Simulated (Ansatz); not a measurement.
Reaction (SMILES): C(=O)=C → [CH-]=C=O + H+
B3LYP-D3(BJ)/def2-TZVP geometries, fixed; electronic energies without zero-point terms.
Largest species:
```xyz
5

C      0.0091     0.0017    -1.2056
C     -0.0008    -0.0001     0.1027
H      0.0282     0.9401    -1.7377
H     -0.0018    -0.9351    -1.7406
O     -0.0096    -0.0018     1.2620
```

Effect of a fitting basis named in the input at MP2/aug-cc-pVTZ with Ansatz (an electronic-structure program), against the last row, where the deprotonation energy is 368.77 kcal/mol. Cores are frozen. The default fits or decomposes integrals by the program's own choice; accuracy: high also tightens integrals, grids and stops.

```json
[
 {"setting": "fitting: def2-universal-jkfit and def2-SVP-RIFIT", "largest shift of a total energy (mEh)": "-4.413", "shift of the deprotonation energy (kcal/mol)": "-0.829"},
 {"setting": "fitting: def2-universal-jkfit and cc-pVDZ-RIFIT", "largest shift of a total energy (mEh)": "-2.939", "shift of the deprotonation energy (kcal/mol)": "-0.602"},
 {"setting": "fitting: def2-universal-jkfit and cc-pVTZ-RIFIT", "largest shift of a total energy (mEh)": "0.102", "shift of the deprotonation energy (kcal/mol)": "-0.023"},
 {"setting": "fitting: def2-universal-jkfit and aug-cc-pVTZ-RIFIT", "largest shift of a total energy (mEh)": "0.163", "shift of the deprotonation energy (kcal/mol)": "0.002"},
 {"setting": "fitting: def2-universal-jkfit and cc-pVQZ-RIFIT", "largest shift of a total energy (mEh)": "0.234", "shift of the deprotonation energy (kcal/mol)": "0.042"},
 {"setting": "fitting: def2-universal-jkfit and aug-cc-pVQZ-RIFIT", "largest shift of a total energy (mEh)": "0.166", "shift of the deprotonation energy (kcal/mol)": "0.011"},
 {"setting": "accuracy: high", "largest shift of a total energy (mEh)": "-0.001", "shift of the deprotonation energy (kcal/mol)": "0.000"},
 {"setting": "accuracy: medium (default)", "largest shift of a total energy (mEh)": "0.000", "shift of the deprotonation energy (kcal/mol)": "0.000"}
]
```

Within 0.05 kcal/mol in the deprotonation energy: fitting: def2-universal-jkfit and cc-pVTZ-RIFIT; fitting: def2-universal-jkfit and aug-cc-pVTZ-RIFIT; fitting: def2-universal-jkfit and cc-pVQZ-RIFIT; fitting: def2-universal-jkfit and aug-cc-pVQZ-RIFIT; accuracy: high. The largest shift is 4.413 mEh in a total energy and 0.829 kcal/mol in the difference.
